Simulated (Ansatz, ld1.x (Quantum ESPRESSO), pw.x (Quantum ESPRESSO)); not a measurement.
hafnium: does the PAW potential hold in the solid?

| Quantity | Value |
| --- | --- |
| Element | hafnium (Hf) |
| Generator | ld1.x (Quantum ESPRESSO) 7.5 |
| Type | PAW |
| Functional | LDA (PW92) |
| Relativity | scalar-relativistic |
| Frozen core | [Xe] 4f14 |
| Valence charge | 4 |
| Reference configuration | 5d2 6s0 6p0 (charge +2) |
| Partial waves | 6s (bound, empty): rcut 1.90, rcutus 2.60 bohr; 6s channel at -0.05 Ry: rcut 1.90, rcutus 2.60 bohr; 6p (bound, empty): rcut 2.40, rcutus 3.30 bohr; 6p channel at 4.5 Ry: rcut 2.40, rcutus 3.30 bohr; 5d (bound): rcut 1.90, rcutus 2.55 bohr; 5d channel at 1.15 Ry: rcut 1.90, rcutus 2.55 bohr |
| Local potential | all-electron potential smoothed inside 2.40 bohr (lloc = -2) |
| Core correction | Bessel-smoothed model core inside 1.65 bohr |
| Augmentation charge | BG, radius 1.65 bohr |

Atomic tests: cutoffs needed: 12 Ry and 18 Ry (the cutoffs (Ry, on a coarse ladder) from which the occupation-weighted sum of valence levels, in a spherical-Bessel basis at the reference potential, stays within 10 and 1 mRy of its value at 400 Ry); ghost test: no extra level below or beside the all-electron valence levels (s, p, d, f tested) (spherical-Bessel basis up to 400 Ry, 20 bohr box); configuration tests: test run stopped at test 1 of 9 (negative rho).

Crystal test: fcc Hf in pw.x 7.5, no spin, 13³ k-points, Fermi–Dirac smearing 0.01 Ry, cutoffs 40/320 Ry. The reference is all-electron LAPW (Ansatz 0.2.0) with the same functional, mesh and smearing; V0 and B0 come from Birch–Murnaghan fits to the pressures at five volumes. Errors are pseudo minus all-electron; Δ is the rms difference of the E(V) curves that follow from these fits, minima aligned, over ±6 % about the mean V0. Mesh and smearing are coarse, so the numbers serve the comparison and aren't converged zero-temperature values; the lattice is a test structure that the element need not adopt.

```tsv
V (Å³/atom)	P all-electron (GPa)	P pseudo (GPa)
19.718	6.82	2003721.57
20.237	3.42	1942469.73
20.756	0.36	1902547.55
21.275	-2.39	1852033.08
21.794	-4.85	1805598.21
```

All-electron: a0 = 4.367 Å (V0 = 20.82 Å³/atom), B0 = 114.6 GPa.

Pseudopotential: converged, but broken (pressure over 100 GPa off). The pressure does not cross zero within the volumes sampled, so no fit is given. The largest radius (3.30 bohr) exceeds half the bond length (2.91 bohr), so the spheres overlap, which is one possible source of error among others. Atomic configuration tests: test run stopped at test 1 of 9 (negative rho). A pressure error of this size marks a broken potential; the numbers have no physical meaning.

Q: At the middle volume, how do free energy and pressure move when the wave cutoff is lowered (ecutrho held at 320 Ry)?

A:

| cutoff (Ry) | shift of F (meV/atom) | shift of P (GPa) |
| --- | --- | --- |
| 18 | +66065246.6 | -2817271.62 |
| 24 | +2315184.1 | -194227.02 |
| 32 | +548480.2 | -30490.98 |

The run at the middle volume (84 k-points, 17 iterations) took about 21 s on one core of a shared host (Intel(R) Xeon(R) 6975P-C, 192 threads, 378 GiB, load 92).
